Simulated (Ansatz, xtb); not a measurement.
# Relative energy of two structures of CH3LiSi

We compare a, a singlet given by its coordinates, with b, `[Li][Si]C`, a triplet. Both are isolated molecules in the gas phase, relaxed with B3LYP/6-31G*.

a (Å):

```xyz
6

C    -1.5316    0.3470    0.2904
Li   -0.5910   -1.2432   -0.7863
Si   -2.0769    0.6090   -1.3968
H    -1.1157    1.0949    0.9685
H    -1.8708   -0.5437    0.8491
H    -1.6306    2.0448   -1.6371
```

Close contacts (Å): C1–Li2 2.14, C1–Si3 1.79, Li2–Si3 2.45, C1–H4 1.09, C1–H5 1.10, Li2–H5 2.19, Si3–H6 1.52.

b (Å):

```xyz
6

C    -1.2776    1.1028    0.0121
Li   -2.4245   -2.5464   -1.3729
Si   -1.1912   -0.6017   -0.8903
H    -0.3330    1.6496   -0.0988
H    -2.0763    1.7327   -0.3988
H    -1.4649    0.9776    1.0858
```

Q: Estimate which is lower in electronic energy at CCSD(T)/def2-TZVPP, and by roughly how much.

A: The CCSD(T)/def2-TZVPP calculation puts structure a lower, by 50.4 kJ/mol.

How the difference moves with the method:

```json
{"level": "B3LYP/6-31G*", "geometry": "B3LYP/6-31G*", "E(b) − E(a) (kJ/mol)": "+40.2", "departure from the last row (kJ/mol)": "−10.2", "job, with rough time for the two": "optimisation, 60 s"}
{"level": "HF/def2-TZVPP", "geometry": "B3LYP/6-31G*", "E(b) − E(a) (kJ/mol)": "−34.1", "departure from the last row (kJ/mol)": "−84.4", "job, with rough time for the two": "part of the CCSD(T) run"}
{"level": "MP2/def2-TZVPP", "geometry": "B3LYP/6-31G*", "E(b) − E(a) (kJ/mol)": "+51.9", "departure from the last row (kJ/mol)": "+1.5", "job, with rough time for the two": "part of the CCSD(T) run"}
{"level": "CCSD(T)/def2-TZVPP", "geometry": "B3LYP/6-31G*", "E(b) − E(a) (kJ/mol)": "+50.4", "departure from the last row (kJ/mol)": "", "job, with rough time for the two": "single point, 44 s"}
```

HF/def2-TZVPP puts the two in the other order. The largest departure from CCSD(T)/def2-TZVPP is that of HF/def2-TZVPP, 84.4 kJ/mol. Levels run at GFN2-xTB geometries aren't shown.

With harmonic frequencies from B3LYP/6-31G* (ideal gas, rigid rotor, one conformer each, 298.15 K, 1 atm): on the last row, ΔE + ΔZPE = +60.9 kJ/mol. A mode under 50 cm⁻¹ makes harmonic enthalpies and free energies unreliable, so none is given.

Open shells are spin-unrestricted. The correlated steps freeze 6 core orbitals; the last core shell of Li is correlated, in a basis made for valence electrons. ΔG holds the spin degeneracy. Programs: Ansatz 0.2.0; the last row on 1 thread of Arm Neoverse V2 on a shared host.
